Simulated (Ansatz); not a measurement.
Elastic constant C11 (GPa) of solids drawn from the class of carbides, at two levels: PBE (plane waves, PAW; Ansatz, a program for electronic structure), and PBEsol (plane waves, PAW; Ansatz).

| solid | PBE | PBEsol |
|---|---|---|
| rock-salt NbC | 657 | ? |
| rock-salt TaC | 719 | 776 |
| hexagonal WC | 702 | 738 |
| rock-salt TiC | 511 | 556 |
| rock-salt ZrC | 458 | 496 |
| rock-salt HfC | 497 | 538 |

Question: Estimate the withheld PBEsol value from the other rows.

Answer: One way: carry over the typical ratio. The ratios PBEsol / PBE of the other rows, in order: 1.051, 1.079, 1.082, 1.083, 1.088; median 1.082. Rock-salt NbC: 657 × 1.082 = 711 GPa; the run gives 712 GPa. The ratios spread from 1.051 to 1.088, so such an estimate is rough.

Over all 6 rows PBEsol is the larger in 6.

Ansatz's runs of these crystals have no spin polarisation.

Spin–orbit coupling is left out, also for the solids with elements from indium on (rock-salt TaC, hexagonal WC, rock-salt HfC); its size isn't shown.

Each level is taken at its own relaxed cell. Ansatz's density-functional and Hartree–Fock values are scalar-relativistic unless marked +SOC, with PAW data made under PBE.
